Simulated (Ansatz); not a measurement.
# C2H6N2: the cost of one run

Computed with the Python package of Ansatz 0.2.0. Level of theory: PBE0/def2-SVP.

## (1) The structure

Bond lengths: C1–C2 1.453 Å, C2–N3 1.286 Å, C2–N4 1.424 Å, C1–H5 1.104 Å, C1–H6 1.162 Å, C1–H7 1.108 Å, N3–H8 1.070 Å, N4–H9 1.038 Å, N4–H10 1.006 Å. Angles: C1–C2–N3 117.6°, C1–C2–N4 119.3°, N3–C2–N4 123.1°, C2–C1–H5 114.5°, C2–C1–H6 109.2°, C2–C1–H7 112.4°, H5–C1–H6 106.0°, H5–C1–H7 109.2°, H6–C1–H7 104.9°, C2–N3–H8 106.0°, C2–N4–H9 113.4°, C2–N4–H10 112.9°, H9–N4–H10 111.8°.

No structure file is read: the coordinates are typed or built in the script.

## (2) The script

c2h6n2.py

```python
"""Minimum-energy structure of C2H6N2."""

import itertools

import ansatz as az
from ase.data import atomic_numbers, covalent_radii
import numpy as np
from rdkit import Chem
from rdkit.Chem import AllChem

# a force-field geometry from the SMILES
rd = Chem.AddHs(Chem.MolFromSmiles("CC(=N)N"))
AllChem.EmbedMolecule(rd, randomSeed=182)
AllChem.UFFOptimizeMolecule(rd)
molecule = az.Crystal.molecule()
for atom, xyz in zip(rd.GetAtoms(), rd.GetConformer().GetPositions()):
    molecule = molecule.atom(atom.GetSymbol(), xyz.round(5).tolist())

calculation = molecule.calculation().basis(gaussian="def2-SVP").functional("PBE0")
symbols = [site.symbol for site in molecule.cartesian_sites]
start = np.array([site.position_ang for site in molecule.cartesian_sites], dtype=float)
r = calculation.relax(force_tolerance=0.005).run(threads=1).report
end = np.array(r["positions_ang"])

print("reference energy %16.6f eV" % r["reference_energy_ev"])
print("total energy     %16.6f eV" % r["free_energy_ev"])
print("occupied orbitals outside the frozen core (up, down):", r["n_occupied"], " frozen:", r["n_frozen"], " virtual:", r["n_virtual"])

# pairs closer than 1.2 times the sum of covalent radii, before or after
radius = [covalent_radii[atomic_numbers[s]] for s in symbols]
span = lambda where, i, j: np.linalg.norm(where[i] - where[j])
bonded = [(i, j) for i, j in itertools.combinations(range(len(symbols)), 2) if min(span(start, i, j), span(end, i, j)) < 1.2 * (radius[i] + radius[j])]
print("pair        before    after (A)")
for i, j in bonded:
    print(f"{symbols[i]}{i}-{symbols[j]}{j}".ljust(10), f"{span(start, i, j):8.4f} {span(end, i, j):8.4f}")
for first, second in list(itertools.combinations(bonded, 2)):
    shared = set(first) & set(second)
    if shared and symbols[(j := shared.pop())] != "H":
        i, k = sorted((set(first) | set(second)) - {j})
        u, v = end[i] - end[j], end[k] - end[j]
        angle = np.degrees(np.arccos(np.clip(u @ v / np.linalg.norm(u) / np.linalg.norm(v), -1, 1)))
        print(f"final angle {symbols[i]}{i}-{symbols[j]}{j}-{symbols[k]}{k}: {angle:.2f} deg")
```

## (3) The run

Command:

```
$ python c2h6n2.py
```

What time and memory should one allow on 1 thread of Arm Neoverse N1, shared host?

About 84 s, with a peak of 0.28 GiB.
